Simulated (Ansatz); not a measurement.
Density of states of PbO2 (Fm-3m, a = 5.328 Å, b = 5.328 Å, c = 5.328 Å, α = 90.00°, β = 90.00°, γ = 90.00°), in states per eV and primitive cell, averaged over bins of 0.5 eV. Level of theory: DFT PBEsol, scalar-relativistic, plane waves, PAW in Ansatz 0.2.0.

Plane waves to 420 eV, a k mesh through Γ of 14×14×14 on the computed 3-atom cell and Gaussian smearing (0.10 eV); no spin polarisation.

The cell is relaxed at this level. The states (both spins) are summed by tetrahedra on a 21×21×21 mesh at the self-consistent density. Energies are bin centres; the table starts no lower than −8 eV and ends at 6 eV, or lower where the solved bands end.

It is a metal at this level.

```tsv
E − E_F (eV)	total	O 2p	Pb 6s	Pb 6p	O 2s
-7.80	0.89	0.38	0.46	0.00	0.04
-7.30	0.74	0.31	0.38	0.00	0.05
-6.80	0.63	0.25	0.31	0.00	0.06
-6.30	0.35	0.14	0.17	0.00	0.04
-5.80	0.22	0.09	0.10	0.00	0.03
-5.30	0.16	0.07	0.07	0.00	0.02
-4.80	1.18	0.85	0.04	0.24	0.02
-4.30	1.64	1.22	0.03	0.31	0.04
-3.80	1.89	1.44	0.02	0.32	0.06
-3.30	2.33	1.85	0.01	0.35	0.07
-2.80	1.91	1.57	0.01	0.24	0.05
-2.30	1.29	1.09	0.01	0.13	0.04
-1.80	1.15	1.02	0.00	0.07	0.02
-1.30	2.62	2.46	0.00	0.05	0.02
-0.80	3.40	3.28	0.00	0.03	0.01
-0.30	2.81	2.74	0.01	0.01	0.01
0.20	0.11	0.09	0.01	0.00	0.00
0.70	0.12	0.07	0.03	0.00	0.01
1.20	0.22	0.14	0.07	0.00	0.01
1.70	0.64	0.36	0.23	0.00	0.02
2.20	1.71	0.96	0.68	0.00	0.02
2.70	1.21	0.70	0.48	0.00	0.01
3.20	0.00	0.00	0.00	0.00	0.00
3.70	0.00	0.00	0.00	0.00	0.00
4.20	0.00	0.00	0.00	0.00	0.00
4.70	0.00	0.00	0.00	0.00	0.00
5.20	0.00	0.00	0.00	0.00	0.00
5.70	0.27	0.01	0.01	0.18	0.04
```

The columns after the total are the main Löwdin projections on the occupied valence shells of the potentials; 1 other is left out. The rest of the total lies in those, in shells that are empty in the free atom, which aren't projected, and between the atoms.

Spin-orbit coupling is left out, which matters for the bands of heavy elements.

Closed-shell ions balance this formula, so the missing gap can be the error of a semilocal functional.

Cost: 1 run of about 0.56 core-minutes, on Arm Neoverse V1 (shared hosts).